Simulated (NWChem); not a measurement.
The numbers come from NWChem runs, not from measurements. System: hydrazine (H4N2), charge 0, spin multiplicity 1, at a geometry optimised with PBE0/def2-SVP. Level: EOM-CCSD/def2-SVPD, 2 core orbitals frozen.

Input file:

```
start mol
memory heap 100 mb stack 700 mb global 1900 mb
geometry units angstroms nocenter noautoz
  N      0.174524    -0.679408     0.073847
  N     -0.174524     0.679408     0.073847
  H     -0.645840    -1.230559     0.313751
  H      0.512208    -1.012035    -0.830680
  H      0.645840     1.230559     0.313751
  H     -0.512208     1.012035    -0.830680
  symmetry group C2
end
basis spherical
  * library def2-svpd
end
scf
  rhf
  nopen 0
  maxiter 100
  thresh 1e-7
  semidirect memsize 60000000 filesize 0
end
tce
  freeze core 2
  ccsd
  nroots 2
  2eorb
  2emet 13
  thresh 1e-5
  maxiter 200
  tilesize 24
end
task tce energy
```

Part of the output:

```
             Northwest Computational Chemistry Package (NWChem) 7.3.0
             --------------------------------------------------------

                                NWChem Input Module
                                -------------------

 Scaling coordinates for geometry "geometry" by  1.889725989
 (inverse scale =  0.529177249)

 Turning off AUTOSYM since
 SYMMETRY directive was detected!

                             Geometry "geometry" -> ""
                             -------------------------

 Output coordinates in angstroms (scale by  1.889725989 to convert to a.u.)

  No.       Tag          Charge          X              Y              Z
 ---- ---------------- ---------- -------------- -------------- --------------
    1 N                    7.0000     0.17452400    -0.67940800     0.07384700
    2 N                    7.0000    -0.17452400     0.67940800     0.07384700
    3 H                    1.0000    -0.64584000    -1.23055900     0.31375100
    4 H                    1.0000     0.51220800    -1.01203500    -0.83068000
    5 H                    1.0000     0.64584000     1.23055900     0.31375100
    6 H                    1.0000    -0.51220800     1.01203500    -0.83068000

 Effective nuclear repulsion energy (a.u.)      41.8840001464

            Nuclear Dipole moment (a.u.)
            ----------------------------
        X                 Y               Z
 ---------------- ---------------- ----------------
     0.0000000000     0.0000000000     0.0000000000

      Symmetry information
      --------------------

 Group name             C2
 Group number              4
 Group order               2
 No. of unique centers     3

      Symmetry unique atoms

     1    3    4


 Summary of "ao basis" -> "" (spherical)
 ------------------------------------------------------------------------------
       Tag                 Description            Shells   Functions and Types
 ---------------- ------------------------------  ------  ---------------------
 *                         def2-svpd                  on all atoms

 Summary of "ao basis" -> "ao basis" (spherical)
[...]
 Iteration   3 using    6 trial vectors
   0.0538856507101   0.2543157549660    6.92029
   0.0610884517236   0.2994012299300    8.14713     0.9     0.9

 Iteration   4 using    8 trial vectors
   0.0235844904592   0.2520950140037    6.85986
   0.0350520540676   0.2963955070667    8.06534     0.7     0.7

 Iteration   5 using   10 trial vectors
   0.0111411806010   0.2513591183260    6.83983
   0.0220167871179   0.2948486501007    8.02324     0.7     0.7

 Iteration   6 using   12 trial vectors
   0.0064188856451   0.2512160715078    6.83594
   0.0126769315108   0.2943830137387    8.01057     1.1     1.1

 Iteration   7 using   14 trial vectors
   0.0042138557960   0.2511856200954    6.83511
   0.0080386323915   0.2942673793754    8.00743     0.9     0.9

 Iteration   8 using   16 trial vectors
   0.0021450393100   0.2511772908864    6.83488
   0.0041653538771   0.2942072749515    8.00579     0.7     0.7

 Iteration   9 using   18 trial vectors
   0.0013061039990   0.2511892492965    6.83521
   0.0037657590102   0.2942221057973    8.00619     0.7     0.7

 Iteration  10 using   20 trial vectors
   0.0009302681294   0.2511863033513    6.83513
   0.0038245456022   0.2941887512915    8.00529     0.7     0.7

 Iteration  11 using   22 trial vectors
   0.0005558515065   0.2511826309441    6.83503
   0.0027752709922   0.2941626091645    8.00458     0.7     0.7

 Iteration  12 using   24 trial vectors
   0.0002633635380   0.2511821069997    6.83502
   0.0016678394778   0.2941613491901    8.00454     1.0     1.0

 Iteration  13 using   26 trial vectors
   0.0001242175277   0.2511803373725    6.83497
   0.0009064993400   0.2941536688813    8.00433     1.2     1.2

 Iteration  14 using   28 trial vectors
   0.0000617940044   0.2511809854018    6.83499
   0.0004688436898   0.2941606007643    8.00452     1.2     1.2

 Iteration  15 using   30 trial vectors
   0.0000330632293   0.2511814208587    6.83500
   0.0002689688449   0.2941608838896    8.00453     1.2     1.2

 Iteration  16 using   32 trial vectors
   0.0000181751053   0.2511813511470    6.83500
   0.0001782138615   0.2941593398452    8.00449     1.2     1.2

 Iteration  17 using   34 trial vectors
   0.0000091912014   0.2511813607344    6.83500
   0.0001025560098   0.2941595684141    8.00449     1.2     1.2

 Iteration  18 using   35 trial vectors
   0.0000047416369   0.2511813449515    6.83500
   0.0000464846131   0.2941593964275    8.00449     0.5     0.5

 Iteration  19 using   36 trial vectors
   0.0000031350779   0.2511813338318    6.83499
   0.0000189571427   0.2941594267817    8.00449     0.6     0.6

 Iteration  20 using   37 trial vectors
   0.0000027730218   0.2511813315750    6.83499
   0.0000074648362   0.2941594272070    8.00449     0.4     0.4
 --------------------------------------------------------------
 Iterations converged
 ------------------

 Excited state root  1
 Excitation energy / hartree =        0.251181331574957
                   / eV      =        6.834994706411580
 largest EOMCCSD amplitudes: R1 and R2

 Singles contributions
    10a   (alpha) ---     8b   (alpha)       -0.8830224715
    24a   (alpha) ---     8b   (alpha)        0.1569334022
    11b   (alpha) ---     9a   (alpha)        0.2332007671

 Doubles contributions
 ------------------

 Excited state root  2
 Excitation energy / hartree =        0.294159427207008
                   / eV      =        8.004488690279011
 largest EOMCCSD amplitudes: R1 and R2

 Singles contributions
    10a   (alpha) ---     8b   (alpha)       -0.2124249907
    15a   (alpha) ---     8b   (alpha)        0.1276318120
    11b   (alpha) ---     9a   (alpha)       -0.8658392091
    19b   (alpha) ---     9a   (alpha)        0.1132574077
    25b   (alpha) ---     9a   (alpha)       -0.1456035416

 Doubles contributions

 Task  times  cpu:       48.9s     wall:       48.9s

 Total times  cpu:       49.0s     wall:       49.0s
```
